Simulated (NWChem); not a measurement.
The numbers come from NWChem runs, not from measurements. System: Be, charge 0, spin multiplicity 1. Level: B3LYP/def2-TZVP, VWN1-RPA local correlation.

Job file:

```
start mol
memory heap 200 mb stack 900 mb global 1100 mb
geometry units angstroms nocenter noautoz
  Be     0.000000     0.000000     0.000000
  symmetry group D2h
end
basis spherical
  * library def2-tzvp
end
dft
  xc b3lyp
  semidirect memsize 60000000 filesize 0
  iterations 100
end
task dft energy
```

Output (cleaned and shortened):

```
             Northwest Computational Chemistry Package (NWChem) 7.3.0
             --------------------------------------------------------

                                NWChem Input Module
                                -------------------

 Scaling coordinates for geometry "geometry" by  1.889725989
 (inverse scale =  0.529177249)

                             Geometry "geometry" -> ""
                             -------------------------

 Output coordinates in angstroms (scale by  1.889725989 to convert to a.u.)

  No.       Tag          Charge          X              Y              Z
 ---- ---------------- ---------- -------------- -------------- --------------
    1 Be                   4.0000     0.00000000     0.00000000     0.00000000

 Effective nuclear repulsion energy (a.u.)       0.0000000000

            Nuclear Dipole moment (a.u.)
            ----------------------------
        X                 Y               Z
 ---------------- ---------------- ----------------
     0.0000000000     0.0000000000     0.0000000000

      Symmetry information
      --------------------

 Group name             D2h
 Group number             26
 Group order               8
 No. of unique centers     1

      Symmetry unique atoms

     1


 Summary of "ao basis" -> "" (spherical)
 ------------------------------------------------------------------------------
       Tag                 Description            Shells   Functions and Types
 ---------------- ------------------------------  ------  ---------------------
 *                         def2-tzvp                  on all atoms

                                 NWChem DFT Module
                                 -----------------

 Summary of "ao basis" -> "ao basis" (spherical)
 ------------------------------------------------------------------------------
       Tag                 Description            Shells   Functions and Types
 ---------------- ------------------------------  ------  ---------------------
 Be                        def2-tzvp                 9       19   5s3p1d

 Summary of "ao basis" -> "ao basis" (spherical)
 ------------------------------------------------------------------------------
       Tag                 Description            Shells   Functions and Types
 ---------------- ------------------------------  ------  ---------------------
 Be                        def2-tzvp                 9       19   5s3p1d

      Symmetry analysis of basis
      --------------------------

        ag          7
        au          0
        b1g         1
        b1u         3
        b2g         1
        b2u         3
        b3g         1
        b3u         3

            General Information
            -------------------
          SCF calculation type: DFT
          Wavefunction type:  closed shell.
          No. of atoms     :     1
          No. of electrons :     4
           Alpha electrons :     2
            Beta electrons :     2
          Charge           :     0
          Spin multiplicity:     1
          Use of symmetry is: on ; symmetry adaption is: on
          Maximum number of iterations: 100
          AO basis - number of functions:    19
                     number of shells:     9
          Convergence on energy requested:  1.00D-06
          Convergence on density requested:  1.00D-05
          Convergence on gradient requested:  5.00D-04

              XC Information
              --------------
                         B3LYP Method XC Potential
[...]
                    Damping( 0%)  Levelshifting(0.5)       DIIS
                  --------------- ------------------- ---------------
          dE  on:    start            ASAP                start
          dE off:    2 iters        100 iters           100 iters

      Screening Tolerance Information
      -------------------------------
          Density screening/tol_rho:  1.00D-10
          AO Gaussian exp screening on grid/accAOfunc:  14
          CD Gaussian exp screening on grid/accCDfunc:  20
          XC Gaussian exp screening on grid/accXCfunc:  20
          Schwarz screening/accCoul:  1.00D-08

      Superposition of Atomic Density Guess
      -------------------------------------

 Sum of atomic energies:         -14.57257987

      Non-variational initial energy
      ------------------------------

 Total energy =     -14.572580
 1-e energy   =     -19.061640
 2-e energy   =       4.489060
 HOMO         =      -0.309206
 LUMO         =       0.058138

      Symmetry analysis of molecular orbitals - initial
      -------------------------------------------------

 !! scf_movecs_sym_adapt:   13 vectors were symmetry contaminated

  Symmetry fudging

 !! scf_movecs_sym_adapt:   13 vectors were symmetry contaminated

  Numbering of irreducible representations:

     1 ag          2 au          3 b1g         4 b1u         5 b2g
     6 b2u         7 b3g         8 b3u

  Orbital symmetries:

     1 ag          2 ag          3 b1u         4 b3u         5 b2u
     6 ag          7 b2u         8 b1u         9 b3u        10 ag
    11 b3g        12 b2g

------------------------------------------------------------
EAF file 0: "./mol.aoints.0" size=524288 bytes
------------------------------------------------------------
               write      read    awrite     aread      wait
               -----      ----    ------     -----      ----
     calls:        1         0         0         0         0
   data(b): 5.24e+05  0.00e+00  0.00e+00  0.00e+00
   time(s): 0.00e+00  0.00e+00  0.00e+00  0.00e+00  0.00e+00
rate(mb/s): 0.00e+00  0.00e+00
------------------------------------------------------------

 !! scf_movecs_sym_adapt:   14 vectors were symmetry contaminated

  Symmetry fudging

 !! scf_movecs_sym_adapt:   14 vectors were symmetry contaminated

   convergence    iter        energy       DeltaE   RMS-Dens  Diis-err    time
 ---------------- ----- ----------------- --------- --------- ---------  ------
 d= 0,ls=0.0,diis     1    -14.6708471877 -1.47D+01  5.76D-03  1.82D-02     0.1

 !! scf_movecs_sym_adapt:   14 vectors were symmetry contaminated

  Symmetry fudging

 !! scf_movecs_sym_adapt:   14 vectors were symmetry contaminated

 d= 0,ls=0.0,diis     2    -14.6720114522 -1.16D-03  6.95D-04  2.03D-05     0.1

 !! scf_movecs_sym_adapt:   14 vectors were symmetry contaminated

  Symmetry fudging

 !! scf_movecs_sym_adapt:   13 vectors were symmetry contaminated

 d= 0,ls=0.0,diis     3    -14.6720193205 -7.87D-06  1.15D-04  1.15D-06     0.1

 !! scf_movecs_sym_adapt:   14 vectors were symmetry contaminated

  Symmetry fudging

 !! scf_movecs_sym_adapt:   14 vectors were symmetry contaminated

 d= 0,ls=0.0,diis     4    -14.6720194983 -1.78D-07  9.58D-06  4.35D-09     0.1

         Total DFT energy =      -14.672019498286
      One electron energy =      -19.092711002235
           Coulomb energy =        7.189386175629
    Exchange-Corr. energy =       -2.768694671680
 Nuclear repulsion energy =        0.000000000000

 Numeric. integr. density =        3.999999998384

     Total iterative time =      0.0s

                  Occupations of the irreducible representations
                  ----------------------------------------------

                     irrep           alpha         beta
                     --------     --------     --------
                     ag                2.0          2.0
                     au                0.0          0.0
                     b1g               0.0          0.0
                     b1u               0.0          0.0
                     b2g               0.0          0.0
                     b2u               0.0          0.0
                     b3g               0.0          0.0
                     b3u               0.0          0.0

                       DFT Final Molecular Orbital Analysis
                       ------------------------------------

 Vector    1  Occ=2.000000D+00  E=-4.083290D+00  Symmetry=ag
              MO Center=  0.0D+00,  0.0D+00,  0.0D+00, r^2= 6.7D-02
   Bfn.  Coefficient  Atom+Function         Bfn.  Coefficient  Atom+Function
  ----- ------------  ---------------      ----- ------------  ---------------
     1      0.543360  1 Be s                  2      0.535198  1 Be s
     3      0.031144  1 Be s

 Vector    2  Occ=2.000000D+00  E=-2.321142D-01  Symmetry=ag
              MO Center=  0.0D+00,  0.0D+00,  0.0D+00, r^2= 2.3D+00
   Bfn.  Coefficient  Atom+Function         Bfn.  Coefficient  Atom+Function
  ----- ------------  ---------------      ----- ------------  ---------------
     4      0.500623  1 Be s                  3      0.483384  1 Be s
     2     -0.207018  1 Be s                  5      0.129393  1 Be s
     1     -0.120431  1 Be s

 Vector    3  Occ=0.000000D+00  E=-4.927598D-02  Symmetry=b2u
              MO Center=  7.6D-35,  6.6D-33, -3.8D-33, r^2= 3.4D+00
   Bfn.  Coefficient  Atom+Function         Bfn.  Coefficient  Atom+Function
  ----- ------------  ---------------      ----- ------------  ---------------
    13      0.598438  1 Be py                 7     -0.513979  1 Be py
    10      0.031367  1 Be py

 Vector    4  Occ=0.000000D+00  E=-4.927598D-02  Symmetry=b3u
              MO Center=  8.5D-35,  8.0D-35, -6.0D-35, r^2= 3.4D+00
   Bfn.  Coefficient  Atom+Function         Bfn.  Coefficient  Atom+Function
  ----- ------------  ---------------      ----- ------------  ---------------
    12      0.598438  1 Be px                 6     -0.513979  1 Be px
     9      0.031367  1 Be px

 Vector    5  Occ=0.000000D+00  E=-4.927598D-02  Symmetry=b1u
              MO Center=  2.0D-33,  2.2D-33,  1.2D-33, r^2= 3.4D+00
   Bfn.  Coefficient  Atom+Function         Bfn.  Coefficient  Atom+Function
  ----- ------------  ---------------      ----- ------------  ---------------
    14      0.598438  1 Be pz                 8     -0.513979  1 Be pz
    11      0.031367  1 Be pz

 Task  times  cpu:        0.1s     wall:        0.1s

 Total times  cpu:        0.1s     wall:        0.1s
```
